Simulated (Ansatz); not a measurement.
## Bulk modulus B0 of some hcp solids

Method: PBE-D3(BJ) (PAW; Ansatz, an electronic-structure program). References are measured values corrected to a static lattice. The table is a random draw of 6 from 12 solids with such references.

Values in GPa.

```tsv
solid	reference	PBE-D3(BJ)	error (%)
hcp Y	41.7 (37.3–41.7)	42.0	+0.7
hcp Re	369	382	+3.5
hcp Ru	318 (318–336)	333	+4.7
hcp Hf	110	112	+1.8
hcp Co	193	231	+19.7
hcp Mg	38.6¶	39.9	+3.4
```

Over these 6 solids the mean error is +5.6 %, the mean absolute error 5.6 % (median 3.4 %), and the worst case hcp Co at +19.7 %; the value is above the reference in 6 of 6 cases. Over all 12, from unrounded values, the mean error is +3.1 % and the mean absolute error 6.4 % (median 4.2 %).

All these references are brought to a static lattice.

Spin–orbit coupling is left out, also for the solids with elements from indium on (hcp Re, hcp Hf); its size isn't shown.

¶ marks references of a special kind: hcp Mg, 38.6 GPa (measured, copied from a table, unchecked, extrapolated to 0 K and zero-point effects removed; as tabulated in Lejaeghere et al. (2013), arXiv:1204.2733).

In Ansatz's fits of the non-cubic solids, shape and atoms are relaxed at each volume.

Brackets give the range of the sources taken for a reference, where it is wide; it can hold other temperatures.

Differences are worked out from the printed values.

Each level is taken at its own relaxed cell. Ansatz's density-functional and Hartree–Fock values are scalar-relativistic unless marked +SOC, with PAW data made under PBE.

Ansatz's runs of these crystals have no spin polarisation, but for hcp Co.

Density-functional runs with spin start from parallel moments for hcp Co.

Not in this set, of the hcp solids with a reference value in our tables and a result at some level: 3 for sources at odds; 1 for a reference at room or unstated temperature. These can be a level's best or worst cases. Solids without a released value at any level aren't counted. Layered and molecular crystals are counted apart. The metals Ce to Yb are counted apart.

References as tabulated in doi:10.1021/acs.jctc.3c00612; Lejaeghere et al. (2013), arXiv:1204.2733.
